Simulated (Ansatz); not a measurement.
A structure relaxed at PBE0-D4/def2-TZVP, charge 0, multiplicity 1:

```xyz
6

F     1.167    0.976   -0.701
C     0.161    0.396   -0.051
F    -0.977    0.965   -0.452
F     0.293    0.668    1.248
S     0.216   -1.373   -0.402
H    -0.860   -1.633    0.358
```

Give its formula and SMILES.

CHF3S, `FC(F)(F)S`.

Point group (tolerance 0.08 Å, 0.16 Å for H)?

Cs.

Summarise the bond lengths by kind.

3 × C–F 1.331 to 1.333 Å; 1 × C–S 1.805 Å; 1 × H–S 1.343 Å.

Results of the Gaussian-basis code of Ansatz.
